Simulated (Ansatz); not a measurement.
Input for Ansatz (an electronic-structure program): R-CCSD(T)/aug-cc-pVDZ on H2 (SMILES [H][H]).

Ansatz 0.2 input:
```yaml
crystal:
  periodic: [false, false, false]
  atoms:
    - {symbol: H, position_ang: [0.00000000, 0.00000000, 0.00000000]}
    - {symbol: H, position_ang: [0.74187646, 0.00000000, 0.00000000]}
basis:
  gaussian:
    orbitals: aug-cc-pVDZ
magnetization: {spin_polarized: false}
correlation: {method: ccsd_t, electrons: outside_noble_gas}
scf: {lower_state_search: off}
```

The log:

```
WARN ansatz: RAYON_NUM_THREADS=2 ignored (pool sized by the plan → 2); use --threads N
Functional definition: HF
these checks for a lower state are left out or cut short: stability, starts, cluster_reference, orbital_swaps, neighbouring_geometries, increment
integrals: 0.00 GiB planned
166 factors; integrals over basis functions are off by at most 9.4e-4 eV
mean field: 0.04 GiB planned
mean field evaluation 1: about -30.6227 eV, gradient 3.8e0 eV
mean field evaluation 2: about -30.6217 eV, gradient 3.8e0 eV
mean field evaluation 4: about -30.7162 eV, gradient 5.7e-2 eV
mean field evaluation 8: about -30.7162 eV, gradient 3.7e-6 eV
mean field -30.71615469 eV, -1.1287978649 hartree, gradient 3.7e-6 eV, S^2 0.000000; 0 other end points of the search recorded, 0 dependent functions left out
reference -30.71615469 eV, -1.1287978649 hartree; 1, 1 occupied and 17, 17 virtual orbitals, 166 factors
second order -0.74286429 eV of doubles, -0.00000000 eV of singles
coupled cluster: 0.04 GiB planned
cycle   1  -0.90796567 eV  change   -1.7e-1 eV  update   2.6e-2
cycle   2  -0.97412175 eV  change   -6.6e-2 eV  update   9.0e-3
cycle   3  -0.97519944 eV  change   -1.1e-3 eV  update   1.2e-3
cycle   4  -0.97525501 eV  change   -5.6e-5 eV  update   1.5e-4
cycle   5  -0.97522228 eV  change    3.3e-5 eV  update   2.1e-5
cycle   6  -0.97522188 eV  change    4.0e-7 eV  update   4.9e-6
cycle   7  -0.97522370 eV  change   -1.8e-6 eV  update   7.9e-7
perturbative correction -0.00000000 eV, -0.0000000000 hartree
Total energy: -31.69137840 eV, -1.1646366749 hartree
Checks for a lower state left out: stability, starts, cluster_reference, orbital_swaps, neighbouring_geometries, increment
```

Self-consistency was reached.

Cost: about 0.12 core-seconds (a rough figure).
